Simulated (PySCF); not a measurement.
# HNO3 (peroxynitrous acid): PBE0/6-311+G(d,p)

What is the energy change on altering one bond length of HNO3 (peroxynitrous acid) at PBE0/6-311+G**? Input form: a Python script.

The calculation is run with PySCF 2.14.0.

1 further run of the same task is left out (set aside as unsound or not needed).

## (1) The molecule

HNO3 has 5 atoms, charge 0, and is taken as a singlet. As SMILES, `O=NOO`. The coordinates come from a PBE0-D4/def2-TZVP relaxation. This is one conformer, not always the lowest.

Bond lengths: O1–N2 1.180 Å, N2–O3 1.353 Å, O3–O4 1.401 Å, O4–H5 0.984 Å. Angles: O1–N2–O3 114.6°, N2–O3–O4 114.1°, O3–O4–H5 101.0°.

## (2) A single-point energy at PBE0/6-311+G(d,p)

File run.py:

```python
from pyscf import gto, dft

molecule = gto.M(
    atom='''
O      0.257664    -1.578507     1.850155
N     -1.647407    -1.187315     0.757383
O     -1.464708     0.545243    -1.113049
O      0.961115     1.562577    -1.412665
H      1.893354     0.658003    -0.081787
''',
    verbose=3,
    charge=0,
    unit='bohr',
    basis='6-311+g**',
    max_memory=1860,
)

mf = dft.RKS(molecule, xc='pbe0')
mf.conv_tol = 1e-10
mf.grids.level = 5
mf.kernel()
if not mf.converged:
    mf = mf.newton().run(mf.mo_coeff, mf.mo_occ)

etot = mf.e_tot
print('Final energy', etot)
```

Run with:

```
OMP_NUM_THREADS=1 python run.py
```

Output:

```text
converged SCF energy = -280.628832939401
Final energy -280.6288329394008
```

Wall time 16 s (1 thread of Arm Neoverse V1, shared host); peak memory 0.46 GiB.

## (3) The distorted shape at the same level

File mol.xyz:

```xyz
5
HNO3
O     -0.505486    -1.104481     1.058334
N     -1.513606    -0.897471     0.480064
O     -1.416926     0.019359    -0.509726
O      0.508600     0.826880    -0.747550
H      1.001920     0.348200    -0.043280
```

File calc.py:

```python
from pyscf import gto, dft

mol = gto.M(
    atom='mol.xyz',
    basis='6-311+g**',
    max_memory=1860,
    verbose=3,
    spin=0,
)

mf = dft.RKS(mol)
mf.xc = 'pbe0'
mf.grids.level = 5
mf.conv_tol = 1e-10
mf.kernel()
if not mf.converged:
    mf = mf.newton().run(mf.mo_coeff, mf.mo_occ)

e_final = mf.e_tot
print('E(%s) = %.9f' % ('PBE0', e_final))
```

Run with:

```
OMP_NUM_THREADS=1 python calc.py
```

Output:

```text
converged SCF energy = -280.560050353156
E(PBE0) = -280.560050353
```

It took 19 s on 1 thread of Arm Neoverse V1, shared host; peak memory 0.46 GiB.

## (4) Summary of results

At PBE0/6-311+G**:

| quantity | value |
| --- | --- |
| first shape: total energy | -280.62883 Eh |
| first shape: dipole moment | 0.97 D |
| first shape: HOMO energy | -9.23 eV |
| first shape: LUMO energy | -2.80 eV |
| first shape: HOMO–LUMO gap | 6.43 eV |
| distorted shape: total energy | -280.56005 Eh |
| distorted shape: dipole moment | 1.86 D |
| distorted shape: HOMO energy | -9.54 eV |
| distorted shape: LUMO energy | -5.99 eV |
| distorted shape: HOMO–LUMO gap | 3.55 eV |
| energy change with the O3–O4 bond stretched from 1.401 to 2.101 Å | 1.872 eV |

One bond (distorted shape) is far stretched, which a spin-restricted single reference describes badly; a broken-symmetry solution may lie lower. With the O3–O4 bond stretched from 1.401 to 2.101 Å the energy rises by 1.87 eV (181 kJ/mol). The first shape isn't relaxed at this level, so the change isn't measured from a minimum. A restricted reference can't describe the breaking bond well at this length. Mulliken charges (first shape) run from -0.19 on N2 to +0.27 on H5; in a basis this large or diffuse they mean little.
